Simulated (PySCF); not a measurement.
Diamond-structure Si: correlation energy from several methods in one and the same small orbital space (PySCF; 2 atoms at the zone centre, 8 electrons in 58 orbitals, empty ones MP2 natural orbitals of a TZ basis, lattice constant set to 5.43 Å). It tests the methods against each other and lies far from the crystal's limit.

```
method    E_corr (eV per atom)  share of CCSDT(Q) (%)  difference (meV)
--------  --------------------  ---------------------  ----------------
MP2                    -1.9197                   68.0               902
CCSD                   -2.6621                   94.3               160
CCSD(T)                -2.7713                   98.2                51
CCSDT                  -2.8131                   99.7                 9
CCSDT(Q)               -2.8221                  100.0                 0
```

MP2, (T) and (Q) use filled levels shifted down by the Madelung term, which in so small a cell is a large part of the gap, so these rows hang on it.

CCSDT(Q) is the highest level reached here, not an exact value.
